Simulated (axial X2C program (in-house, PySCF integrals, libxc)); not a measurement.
Density and ELF of SiH²⁺

Computed with an in-house relativistic program for diatomic molecules. Spin-free means the one-electron spin-free X2C Hamiltonian. Basis: Si dyall-v3z [8s7p2d1f], H dyall-v3z [6s2p1d] (cores contracted in-house); Gaussian nuclei, density fitting, unrestricted open shells. Masses: Si 27.977 u, H 1.008 u.

PBE0, spin-free, state M_S = 1/2, Λ = 0 (beyond evenly filled blocks: σα); Si at z = 0, H at z = 1.841 Å.

The maps cover the half plane through the axis: z from -2.4 to 4.2 Å along the bond, ρ from 0.15 to 2.25 Å away from it.

log10 of the density in e/bohr³:

```
 ρ\z  -2.4  -1.8  -1.2  -0.6   0.0   0.6   1.2   1.8   2.4   3.0   3.6   4.2
0.15  -3.9  -2.7  -1.7  -1.0   1.1  -0.9  -1.1  -0.8  -1.8  -3.1  -4.3  -5.4
0.45  -4.0  -2.8  -1.8  -1.2  -0.3  -1.2  -1.3  -1.3  -2.0  -3.2  -4.4  -5.5
0.75  -4.1  -3.0  -2.1  -1.5  -1.3  -1.5  -1.7  -1.8  -2.4  -3.5  -4.6  -5.7
1.05  -4.4  -3.3  -2.4  -1.8  -1.7  -1.8  -2.1  -2.3  -2.9  -3.8  -4.8  -5.9
1.35  -4.7  -3.6  -2.8  -2.3  -2.1  -2.3  -2.6  -2.9  -3.4  -4.2  -5.1  -6.1
1.65  -5.0  -4.1  -3.3  -2.8  -2.7  -2.9  -3.1  -3.4  -3.9  -4.6  -5.5  -6.5
1.95  -5.5  -4.5  -3.8  -3.4  -3.3  -3.4  -3.7  -4.0  -4.5  -5.1  -5.9  -6.9
2.25  -5.9  -5.0  -4.4  -4.0  -3.9  -4.1  -4.3  -4.6  -5.1  -5.7  -6.4  -7.3
```

Electron localisation function (collinear form, no current term, damped to 0 at low density):

```
 ρ\z  -2.4  -1.8  -1.2  -0.6   0.0   0.6   1.2   1.8   2.4   3.0   3.6   4.2
0.15  0.01  0.99  1.00  0.10  0.51  0.08  0.99  1.00  1.00  0.84  0.00  0.00
0.45  0.01  0.97  1.00  0.28  0.53  0.21  0.99  1.00  1.00  0.69  0.00  0.00
0.75  0.00  0.90  1.00  0.91  0.14  0.70  0.96  1.00  1.00  0.28  0.00  0.00
1.05  0.00  0.55  0.99  0.99  0.84  0.70  0.82  0.98  0.95  0.03  0.00  0.00
1.35  0.00  0.08  0.94  0.98  0.88  0.43  0.42  0.81  0.37  0.00  0.00  0.00
1.65  0.00  0.00  0.43  0.86  0.64  0.14  0.08  0.14  0.01  0.00  0.00  0.00
1.95  0.00  0.00  0.02  0.19  0.14  0.02  0.01  0.00  0.00  0.00  0.00  0.00
2.25  0.00  0.00  0.00  0.00  0.00  0.00  0.00  0.00  0.00  0.00  0.00  0.00
```

Axial spin density in 10⁻³ e/bohr³:

```
 ρ\z  -2.4  -1.8  -1.2  -0.6  0.0   0.6   1.2    1.8   2.4  3.0  3.6  4.2
0.15   0.1   1.3  12.1  25.9  8.1   3.2  36.4  123.6  15.4  0.8  0.0  0.0
0.45   0.1   1.1   9.0  24.9  0.4  -0.9  21.0   38.5   8.6  0.6  0.0  0.0
0.75   0.1   0.7   5.0  14.8  2.0  -2.5   8.1   11.4   3.3  0.3  0.0  0.0
1.05   0.0   0.4   2.2   5.9  1.1  -1.6   2.3    3.2   1.1  0.1  0.0  0.0
1.35   0.0   0.2   0.8   1.9  0.4  -0.6   0.6    0.9   0.3  0.1  0.0  0.0
1.65   0.0   0.1   0.3   0.5  0.1  -0.2   0.1    0.2   0.1  0.0  0.0  0.0
1.95   0.0   0.0   0.1   0.1  0.0  -0.1   0.0    0.1   0.0  0.0  0.0  0.0
2.25   0.0   0.0   0.0   0.0  0.0   0.0   0.0    0.0   0.0  0.0  0.0  0.0
```

One determinant describes the state; a PBE0 search over occupations chose it and may have missed a lower one.
